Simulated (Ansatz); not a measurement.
Loss of C2H6: C5H10 → C3H4 + C2H6

Species: C5H10 (cyclopentane) `C1CCCC1`, singlet; C3H4 (allene) `C=C=C`, singlet; C2H6 (ethane) `CC`, singlet. 

Shapes, held fixed at every level: PBE0-D4/def2-TZVP. Flexible molecules stand in one conformer, not always the lowest. Programs: Ansatz 0.2.0. Electronic energies: no zero-point or thermal term.

```
                level                   kind  ΔE (kJ/mol)  less CCSD(T)/CBS estimate
          HF/def2-SVP           Hartree–Fock       +184.6                      -18.9
 r2SCAN-D4/def2-TZVPP               meta-GGA       +196.2                       -7.3
  B3LYP-D4/def2-TZVPP          global hybrid       +173.5                      -30.0
r2SCAN0-D4/def2-TZVPP          global hybrid       +217.7                      +14.2
    B2PLYP/def2-TZVPP          double hybrid       +177.8                      -25.7
       MP2/def2-TZVPP    perturbation theory       +222.4                      +18.9
        CCSD/def2-SVP  coupled cluster or CI       +214.7                      +11.2
 CCSD(T)/CBS estimate  coupled cluster or CI       +203.5                        0.0
```

The highest level, CCSD(T)/CBS estimate, gives ΔE = +203.5 kJ/mol; the levels span +173.5 to +222.4. The column of differences is taken from that level and isn't an error. No measured value is set beside it here. The CBS estimate extrapolates MP2 from def2-TZVPP and def2-QZVPP and adds CCSD(T) − MP2 in the triple-zeta set, cores frozen.
